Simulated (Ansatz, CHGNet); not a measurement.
For hcp Tl, the machine-learned potential CHGNet-r²SCAN (trained on r²SCAN data) gives:

| Item | Result |
|---|---|
| lattice parameter a | 3.498 Å |
| c axis length | 5.662 Å |

What does r²SCAN+rVV10 (plane waves, PAW; Ansatz, a first-principles code) give for the same quantities?


- lattice constant a: 3.495 Å (decreases by 0.1 %)
- lattice parameter c: 5.503 Å (falls by 2.8 %)

For comparison: lattice constant a 3.457 Å (measured, 293 K, no zero-point or thermal correction; as tabulated in Wikipedia's data pages); lattice parameter c 5.525 Å (measured, 293 K, not corrected to a static lattice; as tabulated in Wikipedia's data pages).

Changes are worked out from the printed values.

Unless a cell is named, each level is at its own relaxed cell (CHGNet-r²SCAN 29.99, r²SCAN+rVV10 29.11 Å³/atom).

Levels without +SOC leave out spin–orbit coupling, which shifts energies and cells of such heavy elements.

Ansatz's density-functional and Hartree–Fock values are scalar-relativistic unless marked +SOC, with PAW data made under PBE.
